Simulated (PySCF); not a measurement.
## Frontier levels across methods

Species: cyclohexene, C6H10.
Geometry (PBE0-D3(BJ)/def2-SVP, Å), atoms numbered from 1 in this order:
```
atom  x, y, z in Å
C1    -0.0149    1.5137    0.3368
C2     1.1948    0.9436    0.2956
C3     1.4138   -0.5040   -0.0311
C4     0.1695   -1.1552   -0.6280
C5    -1.0845   -0.7500    0.1381
C6    -1.2902    0.7614    0.0970
H7    -0.0945    2.5834    0.5579
H8     2.0803    1.5525    0.5066
H9     2.2675   -0.6021   -0.7229
H10    1.7238   -1.0409    0.8856
H11    0.0649   -0.8404   -1.6811
H12    0.2810   -2.2508   -0.6393
H13   -0.9843   -1.0740    1.1889
H14   -1.9699   -1.2663   -0.2649
H15   -2.0454    1.0664    0.8412
H16   -1.7121    1.0634   -0.8807
```

Basis pcSseg-1 throughout (PySCF), one geometry. Geometry: PBE0-D3(BJ)/def2-SVP, one conformer, isolated molecule.

Question: How do the orbital energies, the gap and the dipole change with the method?

Answer: 
| method | kind | HOMO (eV) | LUMO (eV) | gap (eV) | μ (D) | SCF cycles |
| --- | --- | --- | --- | --- | --- | --- |
| BLYP | GGA | -5.59 | -0.22 | 5.36 | 0.32 | 14 |
| B97-D | GGA | -5.69 | -0.26 | 5.43 | 0.33 | 14 |
| OPBE | GGA | -5.70 | -0.24 | 5.46 | 0.35 | 14 |
| PBE | GGA | -5.74 | -0.36 | 5.38 | 0.34 | 14 |
| KT2 | GGA | -5.76 | -0.35 | 5.41 | 0.34 | 15 |
| KT3 | GGA | -5.76 | -0.32 | 5.44 | 0.33 | 14 |
| BP86 | GGA | -5.83 | -0.44 | 5.39 | 0.34 | 13 |
| LDA | LDA | -5.86 | -0.56 | 5.31 | 0.36 | 13 |
| B3LYP | global hybrid | -6.64 | 0.43 | 7.08 | 0.31 | 12 |
| PBE0 | global hybrid | -6.86 | 0.67 | 7.53 | 0.33 | 12 |
| mPW1PW91 | global hybrid | -6.88 | 0.66 | 7.54 | 0.33 | 12 |
| HF | Hartree–Fock | -9.26 | 4.15 | 13.41 | 0.30 | 9 |

The HOMO spans 3.67 eV, from BLYP down to HF, and the gap runs from 5.31 eV (LDA) to 13.41 eV (HF). Over the methods BLYP (0 %), B97-D (0 %), OPBE (0 %), PBE (0 %), KT2 (0 %), KT3 (0 %), BP86 (0 %), LDA (0 %), B3LYP (20 %), PBE0 (25 %), mPW1PW91 (25 %), HF (100 %), a straight line through the gap against the share of exact exchange rises by 0.80 eV for each 10 % (correlation coefficient 1.000). The dipole ranges from 0.30 D (HF) to 0.36 D (LDA). This basis has no diffuse functions.

Reference dipole: 0.33 D (measured, gas; NIST CCCBDB Release 22 (SRD 101), experimental dipoles); nearest here: mPW1PW91 (0.33 D), PBE0 (0.33 D), B97-D (0.33 D), KT3 (0.33 D) and 1 more. 

The vertical ΔSCF ionisation energy at CAM-B3LYP/def2-SVPD is 9.01 eV; −ε(HOMO) comes closest to it with HF (9.26 eV).
